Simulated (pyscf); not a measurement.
Thermochemistry of product channels of `[BH2][AsH2]` on the singlet surface, in kcal/mol, from ωB97M-D3(BJ)/def2-TZVP energies (ideal gas, 1 atm, RRHO with modes under 100 cm⁻¹ raised to 100, one conformer, R ln 2 for rigid chiral ones). Single points on ωB97X-D3(BJ)/def2-SVP structures (PySCF, gas phase).

| products | ΔE | ΔH(298 K) | ΔG(600 K) | ΔG(900 K) |
|---|---|---|---|---|
| `[B][AsH2]` [singlet] + `[H][H]` | +86.7 | +82.0 | +63.9 | [?] |
| `[AsH3]` + `[BH]` [singlet] | [?] | +86.1 | +67.9 | +58.9 |
| `[BH]=[AsH]` + `[H][H]` | +31.9 | +28.1 | +11.7 | +3.2 |

Task: Some entries are withheld; supply them.

Result: 
- `[B][AsH2]` [singlet] + `[H][H]`, ΔG(900 K): +54.3
- `[AsH3]` + `[BH]` [singlet], ΔE: +89.8

The channel to HB=AsH + H₂ turns favourable between 298 and 1200 K (ΔG from +20.1 kcal/mol to -5.2 kcal/mol).

These are energies of the channels, which say nothing of barriers. B–AsH₂ [singlet] lies 44.0 kcal/mol over its isomer H₂B–As: [triplet], and others may lie lower still (electronic energy, ωB97M-D3(BJ)). Elements up to Kr have no core potential and no relativistic terms here.
